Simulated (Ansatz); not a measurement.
System (SMILES): N#C (CH-N).
Atoms: C1, N2, H3. Bonds: C1-N2, C1-H3.

Basis-set convergence of the harmonic zero-point energy at PBE with Ansatz (a quantum-chemistry and plane-wave program). Each level at its own minimum, finite differences of forces, unscaled; the reference is a large set that could be run, not a limit. Cartesian d functions, on some or all atoms, in 6-31G*, 6-31+G*; all else is spherical. The program fits the integrals of some runs and decomposes those of others, by size. No added dispersion term, no relativity. Reference: the value in aug-pcseg-2, 9.91 kcal/mol, itself unsure by roughly 0.01 kcal/mol (its mean distance from aug-cc-pVTZ, def2-TZVPPD). Deviations are taken from unrounded values.

```tsv
basis	functions	harmonic zero-point energy (kcal/mol)
6-31G*	32	9.99
6-31+G*	40	9.91
cc-pVDZ	33	10.00
aug-cc-pVDZ	55	9.82
def2-SVP	33	9.97
def2-SVPD	48	9.89
pcseg-1	33	9.92
aug-pcseg-1	55	9.86
6-311G**	42	10.01
6-311+G**	50	9.94
def2-TZVP	68	9.94
def2-TZVPD	83	9.91
cc-pVTZ	74	9.92
aug-cc-pVTZ	115	9.90
pcseg-2	74	9.92
aug-pcseg-2	115	9.91
def2-TZVPP	76	9.94
def2-TZVPPD	91	9.93
```

What the diffuse functions change, pair by pair:
- 6-31G* to 6-31+G*: 8 more functions, deviation 0.08 to 0.00 kcal/mol
- cc-pVDZ to aug-cc-pVDZ: 22 more functions, deviation 0.09 to -0.09 kcal/mol
- def2-SVP to def2-SVPD: 15 more functions, deviation 0.07 to -0.02 kcal/mol
- pcseg-1 to aug-pcseg-1: 22 more functions, deviation 0.01 to -0.05 kcal/mol
- 6-311G** to 6-311+G**: 8 more functions, deviation 0.10 to 0.03 kcal/mol
- def2-TZVP to def2-TZVPD: 15 more functions, deviation 0.03 to 0.00 kcal/mol
- cc-pVTZ to aug-cc-pVTZ: 41 more functions, deviation 0.01 to -0.01 kcal/mol
- pcseg-2 to aug-pcseg-2: 41 more functions, deviation 0.02 to 0.00 kcal/mol
- def2-TZVPP to def2-TZVPPD: 15 more functions, deviation 0.03 to 0.02 kcal/mol

Leaving out the reference's own pair, they bring the value nearer the reference by more than 0.01 kcal/mol in 5 of 8 pairs.
